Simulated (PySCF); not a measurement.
Stepwise substitution at one centre (B F-CH3). All species are isolated molecules in the gas phase. Strings in code marks are SMILES.

These are PBE-D3(BJ)/def2-TZVP // PBE0-D3(BJ)/def2-TZVP in PySCF values and carry that method's errors. Excitations are Tamm–Dancoff values on a coarser integration grid. The basis has no diffuse functions, so Rydberg states are missing or too high.

```json
[
 {"species": "0 of 3 F replaced by CH3 (`FB(F)F`)", "S1–T1 gap (TDA) (eV)": "0.23", "HOMO–LUMO gap (eV)": "9.65", "LUMO (eV)": "…", "S1 oscillator strength": "0.000"},
 {"species": "1 of 3 F replaced by CH3 (`B(F)(F)C`)", "S1–T1 gap (TDA) (eV)": "0.83", "HOMO–LUMO gap (eV)": "7.91", "LUMO (eV)": "-0.69", "S1 oscillator strength": "0.024"},
 {"species": "2 of 3 F replaced by CH3 (`B(F)(C)C`)", "S1–T1 gap (TDA) (eV)": "0.53", "HOMO–LUMO gap (eV)": "6.24", "LUMO (eV)": "-0.93", "S1 oscillator strength": "…"},
 {"species": "3 of 3 F replaced by CH3 (`B(C)(C)C`)", "S1–T1 gap (TDA) (eV)": "0.55", "HOMO–LUMO gap (eV)": "…", "LUMO (eV)": "…", "S1 oscillator strength": "0.000"}
]
```

Task: Some entries are withheld; supply them.

Result: 
- 0 of 3 F replaced by CH3 (`FB(F)F`), LUMO (eV): -0.34
- 2 of 3 F replaced by CH3 (`B(F)(C)C`), S1 oscillator strength: 0.000
- 3 of 3 F replaced by CH3 (`B(C)(C)C`), HOMO–LUMO gap (eV): 5.96
- 3 of 3 F replaced by CH3 (`B(C)(C)C`), LUMO (eV): -1.14
